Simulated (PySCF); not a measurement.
# Bond length, frequency and bond energy of OF by level of theory

State: ²Π (doublet), unpaired electrons π ↑. Set-up: O aug-cc-pVDZ, F aug-cc-pVDZ; no relativity (PySCF 2.14). De refers to O + F in their high-spin ground configurations, without counterpoise correction. The functionals are run spin-unrestricted. A positive dipole means O(−)F(+). Levels whose curve was spin-contaminated or gave no clean fit are not listed.

```tsv
Level	Re (Å)	ωe (cm⁻¹)	De (eV)	μ (D)	CPU s a point (SCF and correlation, without the integrals)
UHF-CCSD	1.367	1038	1.61	n/a	n/a
UHF-CCSD(T)	1.376	1012	1.82	n/a	5
PBE	1.363	1077	3.07	0.17	0.47
BP86	1.367	1072	3.05	0.15	0.34
TPSS	1.371	1063	2.66	0.06	0.82
r²SCAN	1.354	1101	2.48	0.05	0.77
PBE0	1.334	1151	2.28	0.04	0.71
r²SCAN0	1.332	1159	1.88	-0.04	0.88
ωB97X	1.333	1163	2.33	0.04	0.56
```

Question: Which functional lies closest to UHF-CCSD(T) in De, which farthest, and by how much do they differ from it?

Answer: Closest is r²SCAN0 (-4.4 pm in Re, +14.5 % in ωe, +0.06 eV in De against UHF-CCSD(T) in the same basis), farthest PBE (-1.3 pm in Re, +6.4 % in ωe, +1.25 eV in De). CCSD(T) converges more slowly with the basis than the functionals do and binds too weakly in this one, so the order can change at the basis-set limit.

Question: What does a quarter of exact exchange do here, going from PBE to PBE0?

Answer: PBE0 less PBE: -2.9 pm in Re, +6.9 % in ωe, -0.79 eV in De. Exact exchange removes part of the self-interaction that spreads semilocal densities, and in most molecules shortens and stiffens the bond and lowers De; so it does here.

Question: What does the step from GGA to meta-GGA do here, going from PBE to r²SCAN?

Answer: r²SCAN less PBE: -0.9 pm in Re, +2.2 % in ωe, -0.59 eV in De. 

Correlated steps freeze 2 core orbitals. Correlated levels converge slowly with the basis: in double zeta they bind strong bonds too weakly, by up to about 1 eV, and carry superposition errors of some tenths. The state is the lowest determinant that a PBE0 search found; another state may lie lower at other levels.

The whole job (state search and all levels along the bond) took about 1.8 min on 1 thread of Arm Neoverse V1 (shared host), peak memory 0.53 GiB.
